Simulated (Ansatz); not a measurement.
```xyz
6

N     0.909   -0.092    0.361
B     0.244    0.179   -0.818
S    -1.488    0.288   -1.211
H     0.446   -0.281    1.239
H     1.912   -0.117    0.422
H    -2.023    0.023    0.006
```

Charge 0, multiplicity 2.

Problem. List the PBE/def2-TZVPP orbital energies in eV (the Gaussian-basis code of Ansatz). (An estimate is asked.)

Solution. Ansatz gave: α occupied: -2395.72, -380.87, -208.69, -177.85, -154.85, -154.71, -154.63, -22.00, -18.27, -12.98, -12.89, -10.95, -8.24, -7.96, -6.18, -4.54. α empty: -0.61, -0.16, 0.00, 1.31, 1.72, 2.22, 3.18, 3.52. β occupied: -2395.72, -380.87, -208.68, -177.56, -154.85, -154.70, -154.62, -21.95, -18.16, -12.82, -12.68, -10.70, -8.14, -7.85, -6.18. β empty: -2.33, 0.00, 0.14, 0.17, 1.57, 1.87, 2.53, 3.47. ⟨S²⟩ = 0.754.
